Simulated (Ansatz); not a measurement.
# Interaction energy ladder

The pair of NH4⁺ (SMILES [NH4+], atoms 1–5) and CH3F (SMILES CF, atoms 6–10), both closed shells, in one local arrangement (a lower one may exist), relaxed at PBE0-D4/def2-TZVP:

```xyz
10
angstrom
N -0.0418 0.0392 -1.9434
H -0.7627 -0.5926 -2.2962
H -0.0487 0.0205 -0.8997
H -0.2380 0.9863 -2.2709
H 0.8682 -0.2582 -2.2976
C 0.0780 -0.0409 2.0243
F -0.4149 -0.0107 0.6936
H 0.6885 0.8478 2.1702
H 0.6607 -0.9526 2.1394
H -0.7893 -0.0388 2.6801
```

Ansatz 0.2.0; basis: def2-TZVPPD, with def2-QZVPPD for the basis limit; cores frozen in the correlated methods. B3LYP uses VWN-RPA correlation. Extrapolation: Hartree–Fock as exp(−7.88 √X), correlation as X^−2.97. Interaction energies count from these two fragments, frozen as in the pair, with the counterpoise correction; negative means bound.

What is the interaction energy by CCSD(T) at an estimated basis limit (MP2 extrapolated from triple and quadruple zeta, plus CCSD(T) − MP2 in triple zeta)? (To be estimated.)

Computed: -16.58 kcal/mol. Hartree–Fock alone gives -15.44 kcal/mol at the basis limit. It counts from the two fragments frozen as in the pair.

The same quantity by other methods in triple zeta, and each one's difference from that estimate:
```
   method  E_int (kcal/mol)  difference
   PBE-D4            -16.43        0.15
revPBE-D4            -15.11        1.47
  BLYP-D4            -16.18        0.41
r2SCAN-D4            -16.41        0.17
   B97M-V            -16.32        0.26
  PBE0-D4            -16.75       -0.17
 B3LYP-D4            -16.81       -0.23
 HSE06-D4            -16.71       -0.13
  wB97X-V            -16.40        0.18
  wB97M-V            -16.43        0.15
   B2PLYP            -16.29        0.29
       HF            -15.34        1.24
      MP2            -16.02        0.56
     CCSD            -15.82        0.77
  CCSD(T)            -15.95        0.63
```
Differences are method less estimate.

Which atoms make the shortest contact between the fragments?

H3 and F7, 1.64 Å apart.

Energy to bend the free fragments (PBE0-D4 minima) into their shapes in the pair, CCSD(T)/def2-TZVPPD: NH4⁺ 0.23 kcal/mol; CH3F 0.34 kcal/mol. This must be added to the interaction energy to get the binding energy from relaxed fragments.

Basis-set superposition shift (counterpoise-corrected less uncorrected): CCSD(T) 0.57; MP2 0.55; HF 0.04; PBE0-D4 0.04; wB97M-V 0.04 kcal/mol.

The T1 diagnostic stays at or below 0.011.

For scale, one of the runs: CCSD(T)/def2-TZVPPD, 233 basis functions, launched by `ansatz run in.yaml --threads 4 --pin off --events-out ev --progress --plain --max-ram 9574MiB`. Time: 53 s of wall clock on 4 CPU threads of an Arm Neoverse V2; the host was shared. Peak host memory: 4.3 GiB.
